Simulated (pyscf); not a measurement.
H₃Si–GaH–PH₂ (SMILES [SiH3][GaH][PH2]) → HP=GaH (SMILES [PH]=[GaH]) + SiH₄ (SMILES [SiH4]), an elimination (singlet surface; H–P, Ga–Si broken, H–Si formed). Optimised with ωB97X-D3(BJ)/def2-SVP in PySCF. MP2 and CC: frozen core, UHF for open shells. ΔMP2 is the change of the MP2 total energy from the triple- to the quadruple-zeta basis. Energies in eV from the reactant's lowest minimum found.

Small-basis levels: PySCF, no dispersion term, spherical d functions. AM1 to PM7: differences of heats of formation from MOPAC, which are fitted to 298 K values and so differ in kind from electronic energies by zero-point and thermal terms. GFN2-xTB: tblite. Cost: rough CPU time at the saddle relative to B3LYP/6-31G*+LANL2DZ, from one job on a shared machine.

```csv
level,barrier,reaction energy,cost
HF/6-31G*+LANL2DZ,3.63,+1.43,0.1
PBE/6-31G*+LANL2DZ,2.27,+1.44,2
B3LYP/6-31G*+LANL2DZ,2.61,+1.32,1
PBE/def2-SVP,2.10,+1.32,2
GFN2-xTB,2.35,+0.83,under 0.02
PM3,0.50,+1.43,under 0.02
PM6,2.47,+1.32,under 0.02
CCSD(T)/def2-TZVPP + ΔMP2(QZVPP),2.33,+1.34,–
```

Against the last row the barrier runs from -1.83 (PM3) to +1.30 eV (HF/6-31G*+LANL2DZ). At PM3 this geometry lies under one side, so the entry may be no barrier of that level: it is a single point on another level's saddle. CCSD(T)/def2-TZVPP + ΔMP2(QZVPP) has limits of its own. On the product side the descent ends in a complex, 0.22 eV under the separated species and 1.29 eV under the saddle at ωB97X-D3(BJ)/def2-TZVP. At the saddle there is also a short Ga–H contact that neither side keeps. At ωB97X-D3(BJ)/def2-TZVP the barrier from the zero used here is 2.69 eV. The same reactants have a lower exit, to H₂P–Ga [singlet] + SiH₄ (barrier +1.64 eV at ωB97M-D3(BJ)/def2-TZVP, against +2.54 eV here). HP=GaH lies 0.76 eV over its isomer H₂P–Ga [singlet] (electronic energy, ωB97M-D3(BJ)/def2-TZVP). This is the saddle that the search found; another between the same sides may lie lower. The CCSD(T) − MP2 part came from Ansatz, without density fitting, on the same reference. The frozen core leaves the outer d or s,p core shells of the metals and heavy elements correlated in the MP2 and CC values, and def2-TZVPP describes them poorly, which can shift differences by a few kcal/mol. In the def2 sets elements up to Kr have no core potential.
